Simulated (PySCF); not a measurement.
Static polarisabilities and like-pair C6 coefficients by linear response at PBE0/aug-cc-pVTZ (PySCF, frozen core in the response, non-relativistic, gas phase), PBE0-D3(BJ)/def2-TZVP geometries, one conformer each; atomic units unless stated.

```csv
label,species,α,C6
P,`F[SiH3]` (FH3Si),28.8,319.4
Q,`FC(F)(F)C(Cl)(Cl)Cl` (C2Cl3F3),69.0,2239
R,`CC(Cl)(Cl)Cl` (C2H3Cl3),68.3,1962
S,`ClCC(Cl)Cl` (C2H3Cl3),68.6,1973
T,`P` (PH3),30.8,310.6
```

Estimate the unlike-pair coefficients by the rule C6(AB) = 2·C6(AA)·C6(BB) / [C6(AA)·αB/αA + C6(BB)·αA/αB], and compare with the geometric mean, for PQ, PT, QR, QS, QT, RS, RT and ST.

```json
{"pair": "PQ", "combination rule": "841.4", "geometric mean": "845.6", "ratio": "0.995"}
{"pair": "PT", "combination rule": "313.9", "geometric mean": "315", "ratio": "0.997"}
{"pair": "QR", "combination rule": "2092", "geometric mean": "2096", "ratio": "0.998"}
{"pair": "QS", "combination rule": "2098", "geometric mean": "2102", "ratio": "0.998"}
{"pair": "QT", "combination rule": "820.4", "geometric mean": "833.9", "ratio": "0.984"}
{"pair": "RS", "combination rule": "1968", "geometric mean": "1968", "ratio": "1.000"}
{"pair": "RT", "combination rule": "774.5", "geometric mean": "780.6", "ratio": "0.992"}
{"pair": "ST", "combination rule": "777", "geometric mean": "782.9", "ratio": "0.992"}
```

The rule is exact for one-pole polarisabilities and never exceeds the geometric mean; the two meet where both partners have the same effective excitation energy. These unlike-pair values are estimates, not computed integrals.
